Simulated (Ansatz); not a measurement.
System: hcp Be. Method: PBE in Ansatz (PAW).

Settings: plane-wave cutoff 500 eV, 36×36×20 k mesh (along the axes of the cell as run), Fermi–Dirac smearing 0.1 eV, scalar-relativistic PAW data made under PBE.

Computed at the level's own relaxed cell.

Problem. Estimate the volume per atom, lattice parameter a and lattice parameter c that the calculation returns.

Solution. 
volume per atom: 7.91 Å³/atom
lattice parameter a: 2.263 Å
lattice parameter c: 3.566 Å

Measured, for comparison: lattice constant a 2.286 Å (293 K, no zero-point or thermal correction, our sources range from 2.286 to 2.290; as tabulated in Wikipedia's data pages); lattice parameter c 3.584 Å (293 K, no zero-point or thermal correction; as tabulated in Wikipedia's data pages). Computed (rounded) less measured: lattice constant a -1.0 % (-1.0 % to -1.2 % over the range), lattice parameter c -0.5 %. A static lattice is as a rule a little smaller and stiffer than an uncorrected measurement, which narrows the difference in the lattice constant a, lattice parameter c and would widen misses of the other sign.

The result took very roughly 50 core-seconds.

Ansatz is an electronic-structure program.
